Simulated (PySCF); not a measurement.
# Cl2: relaxation and vibrations of the singlet

Where does singlet Cl2 go from a linear start, is the end point a minimum, and what are its modes, charges and moments?

Program: PySCF 2.14.0. Level of theory: PBE0, basis Cl def2-TZVP, no relativity, density fitting. These are calculated values, not measurements.

## (1) The system as given

2 atoms, charge 0, spin multiplicity 1.

Bond lengths: Cl1–Cl2 2.079 Å.

Coordinates in bohr (charge 0 multiplicity 1):
```
Cl    0.0000    0.0000    0.0000
Cl    0.0000    0.0000    3.9287
```

## (2) First SCF at the start

One driver script runs all steps and calls PySCF; scf.py shows how it sets up the SCF of each step. The optimiser is the driver's own. After this first run the driver tries any further starts and a stability analysis.

File scf.py:

```python
from pyscf import gto, scf, dft
mol = gto.M(atom='''
Cl     0.000000     0.000000     0.000000
Cl     0.000000     0.000000     2.079000''',
    basis={'Cl': 'def2-TZVP'},
    charge=0, spin=0)
mf = dft.RKS(mol, xc='PBE0')
mf.grids.atom_grid = (50, 194)
aux = {'Cl': 'def2-universal-JKFIT'}
mf = mf.density_fit(auxbasis=aux)
mf.conv_tol = 1e-08
mf.diis_space = 10
mf.max_cycle = 60
mf.init_guess = 'minao'
mf.verbose = 4
mf.kernel()
```

Run with:

```
$ OMP_NUM_THREADS=2 python axn.py task.json out
```

After this run come: Relaxation: linear start, singlet; Is it a minimum? Harmonic modes.

**Question.** What will these runs give? Wanted: minimum; geometry; wavenumbers; dipole moment; highest occupied, lowest empty level; polar-tensor charge of Cl1; zero-point energy; atomisation energy.

As calculated:

| quantity | value |
| --- | --- |
| minimum | singlet, D∞h |
| geometry | Cl–Cl 1.982 Å |
| wavenumbers (cm⁻¹) | 579 (σg+) |
| dipole moment | 0.00 D |
| highest occupied, lowest empty level | -8.65, -3.00 eV |
| polar-tensor charge of Cl1 | +0.00 e |
| zero-point energy | 3.5 kJ/mol |
| entropy at 298.15 K | 222.5 J/(mol K) |
| atomisation energy (no zero-point energy) | 248 kJ/mol |

What this shows: The linear start keeps its D∞h symmetry and ends in a minimum. Other starts or spin states, not run here, may lie lower.
